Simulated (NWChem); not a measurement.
# doublet NaCl+: levels of theory compared

Aim: a comparison of 3 runs (UHF/STO-3G, UHF/3-21G, UB3LYP/6-31G*) of doublet NaCl+. 

The calculation is run with NWChem 7.3.0.

2 further runs of the same task are left out: 2 set aside as unsound or not needed.

## (1) Starting point

NaCl+ has 2 atoms, charge +1, and is taken as a doublet. SMILES of the parent species: `[Na][Cl]`. The coordinates come from a PBE0-D4/def2-TZVP relaxation. That shape belongs to the parent species and isn't relaxed for this state.

Bond lengths: Na1–Cl2 2.358 Å.

## (2) The energy at UHF/STO-3G (run 1)

Input file clna.nw:

```
start clna
memory total 2200 mb
charge 1

geometry noautosym nocenter noautoz
  Na   -0.989600    0.304100   -0.517000
  Cl    1.019100   -0.364200    0.521000
end

basis spherical bse
  * library STO-3G
end

scf
  doublet
  uhf
  thresh 1e-08
  maxiter 80
  print low
end

task scf energy
```

Launch:

```
nwchem clna.nw > clna.out
```

Standard output:

```text
[...]
  functions       =    18
[...]
  wavefunction    = UHF
[...]
         Total SCF energy =   -614.339157920494
      One electron energy =   -930.985349229679
      Two electron energy =    274.675454003797
 Nuclear repulsion energy =     41.970737305388
                       Sz =      0.5000
                 Sz(Sz+1) =      0.7500
                      S^2 =      0.7503
[...]
```

Wall time 0.7 s (1 thread of AMD EPYC 9R45 (Zen 5), shared host); peak memory 0.1 GiB.

## (3) A single-point energy at UHF/3-21G (run 2)

Input file clna.nw:

```
start clna
memory 2200 mb
charge 1

geometry units bohr noautosym nocenter noautoz
Na -1.87007297  0.57466571 -0.97698841
Cl  1.92581989 -0.68823825  0.98454731
end

basis spherical bse
Na library 3-21G
Cl library 3-21G
end

scf
doublet
uhf
thresh 1e-08
maxiter 80
noprint "final vectors analysis"
end

task scf
```

Launch:

```
nwchem clna.nw > clna.out
```

Standard output:

```text
[...]
  functions       =    26
[...]
  wavefunction    = UHF
[...]
         Total SCF energy =   -617.945088048997
      One electron energy =   -936.514190472528
      Two electron energy =    276.598368073939
 Nuclear repulsion energy =     41.970734349592
                       Sz =      0.5000
                 Sz(Sz+1) =      0.7500
                      S^2 =      0.7506
[...]
```

Wall time 0.8 s (1 thread of AMD EPYC 9R45 (Zen 5), shared host); peak memory 0.099 GiB.

## (4) The energy at UB3LYP/6-31G(d) (Cartesian functions) (run 3)

Input file mymol.xyz:

```xyz
2

Na    -0.989600     0.304100    -0.517000
Cl     1.019100    -0.364200     0.521000
```

Input file mymol.nw:

```
echo
start mymol
memory 2200 mb
charge 1

geometry units angstrom noautosym nocenter noautoz
load format xyz mymol.xyz
end

basis
Na library 6-31G*
Cl library 6-31G*
end

dft
xc b3lyp
mult 2
grid xfine
convergence energy 1e-08
iterations 100
mulliken
end

task dft energy
```

Launch:

```
nwchem mymol.nw > mymol.out
```

Standard output:

```text
[...]
          Wavefunction type:  spin polarized.
          No. of atoms     :     2
          No. of electrons :    27
[...]
          Charge           :     1
          Spin multiplicity:     2
[...]
          AO basis - number of functions:    38
[...]
              XC Information
              --------------
                         B3LYP Method XC Potential
                     Hartree-Fock (Exact) Exchange  0.200
                        Slater Exchange Functional  0.800 local
                    Becke 1988 Exchange Functional  0.720 non-local
              Lee-Yang-Parr Correlation Functional  0.810
                  VWN I RPA Correlation Functional  0.190 local
[...]
 d= 0,ls=0.0,diis     1   -622.1477461687 -6.64D+02  1.92D-02  2.96D-01     0.5
[...]
 d= 0,ls=0.0,diis     7   -622.2192858086 -1.51D-09  1.15D-07  1.19D-11     2.8
[...]
         Total DFT energy =     -622.219285808569
      One electron energy =     -940.005072508742
           Coulomb energy =      318.322446342167
    Exchange-Corr. energy =      -42.507396947382
 Nuclear repulsion energy =       41.970737305388
[...]
      Total Density - Mulliken Population Analysis
     ---------------------------------------------
    Atom       Charge   Shell Charges
 -----------   ------   -------------------------------------------------------
    1 Na  11    10.19   2.00  2.00  5.98  0.04  0.10 -0.01 -0.00  0.09
    2 Cl  17    16.81   2.00  1.99  5.97  1.53  3.47  0.53  1.38 -0.05
[...]
      <S2> =      0.7519 (Exact =     0.7500)
[...]
```

Wall time 3.6 s (1 thread of AMD EPYC 9R45 (Zen 5), shared host); peak memory 0.11 GiB.

## (5) All runs side by side

```csv
run,level,Cartesian functions,iteration cap,energy (Eh),⟨S²⟩,wall time
1,UHF/STO-3G,no,80,-614.339158,0.750,0.7 s
2,UHF/3-21G,no,80,-617.945088,0.751,0.8 s
3,UB3LYP/6-31G* (Cartesian functions),yes,100,-622.219286,0.752,3.6 s
```

## (6) What came out

| quantity | value |
| --- | --- |
| run 3: total energy | -622.21929 Eh |
| run 3: HOMO energy (highest over α and β) | -15.06 eV |
| run 3: LUMO energy (lowest over α and β) | -12.59 eV |
| run 3: ⟨S²⟩ | 0.752 |

In words: In run 1 the basis is minimal, so the values are rough. All runs together took 5.1 s, the longest 3.6 s.
